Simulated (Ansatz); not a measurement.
```yaml
crystal:
  periodic: [false, false, false]
  atoms:
    - {symbol: Ge, position_ang: [-2.476922, -0.120764, -0.001754]}
    - {symbol: B, position_ang: [-0.600283, -0.273811, -0.002396]}
    - {symbol: Ge, position_ang: [1.328626, -0.588682, -0.000645]}
    - {symbol: H, position_ang: [1.748580, 0.983258, 0.004795]}
basis:
  gaussian: {orbitals: def2-TZVP}
magnetization: {spin_polarized: true, initial_magnetization: 2}
hamiltonian: {xc: pbe0}
relax: {f_tol: 0.004, max_steps: 80}
```

```sh
$ ansatz run in.yaml --threads 1 --pin off --events-out ev --progress --plain --max-ram 2176MiB
```

Steps of the relaxation (energy above the last step; positions in Å, forces in eV/Å):

```
4
step 1, 149.7 meV
Ge   -2.477   -0.121   -0.002   -1.853    0.125    0.000
B    -0.600   -0.274   -0.002    0.651    0.149   -0.001
Ge    1.329   -0.589   -0.001    1.391    0.194    0.002
H     1.749    0.983    0.005   -0.189   -0.468   -0.002
```

```
4
step 2, 22.4 meV
Ge   -2.529   -0.123   -0.002   -0.644    0.033    0.000
B    -0.592   -0.251   -0.002    0.174    0.086    0.000
Ge    1.384   -0.588   -0.001    0.508   -0.117    0.000
H     1.737    0.963    0.005   -0.039   -0.002    0.000
```

```
4
step 3, 0.4 meV
Ge   -2.561   -0.125   -0.002   -0.029    0.012    0.000
B    -0.588   -0.235   -0.002    0.000   -0.014    0.000
Ge    1.420   -0.600   -0.001    0.027   -0.023    0.000
H     1.729    0.960    0.005    0.002    0.026    0.000
```

```
4
step 5, 0.0 meV
Ge   -2.560   -0.115   -0.002    0.001    0.002    0.000
B    -0.586   -0.247   -0.002   -0.002    0.000    0.000
Ge    1.426   -0.602   -0.001    0.007   -0.001    0.000
H     1.720    0.964    0.005   -0.006   -0.001    0.000
```

```
4
step 7, 0.0 meV
Ge   -2.556   -0.109   -0.002    0.000    0.000    0.000
B    -0.584   -0.253   -0.002    0.000    0.000    0.000
Ge    1.430   -0.603   -0.001    0.000    0.000    0.000
H     1.711    0.965    0.005    0.000    0.000    0.000
```

Close pairs at the end: Ge3–H4 1.594 Å, Ge1–B2 1.978 Å, B2–Ge3 2.044 Å.

A stationary point of unrestricted PBE0 after 7 steps, with ⟨S²⟩ = 2.007 against 2.00 for a pure state; no frequencies were run, so it isn't proven a minimum. 2.1 min on 1 thread of Intel Xeon Platinum 8488C, shared host.
